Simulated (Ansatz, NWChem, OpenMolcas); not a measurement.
**How basis sets differ on CHClF2 (difluorochloromethane)**

CHClF2: 5 atoms, total charge 0, spin state singlet. SMILES: `FC(F)Cl`. The coordinates come from a PBE0-D4/def2-TZVP relaxation.

Quantity: the vertical ionisation energy (to the doublet cation), in eV. The values are calculated.

```csv
level,kind,program,value (eV),CPU time (all runs)
HF/STO-3G,Hartree–Fock,NWChem,10.37,7.9 s
HF/3-21G,Hartree–Fock,OpenMolcas,11.93,6.2 s
HF/pcseg-0,Hartree–Fock,Ansatz,12.22,1.1 s
HF/pcseg-1,Hartree–Fock,Ansatz,11.68,3.5 s
HF/6-311+G**,Hartree–Fock,NWChem,11.63,80 s
HF/pcseg-2,Hartree–Fock,Ansatz,11.53,17 s
HF/pcseg-3,Hartree–Fock,Ansatz,11.47,73 s
```

The values span 10.37 to 12.22 eV. Without the sets that lack polarisation functions the rows with a basis span only 11.47 to 11.68 eV. CPU times are rough (shared hosts, several kinds of processor): they show what a rung costs within a factor of a few.
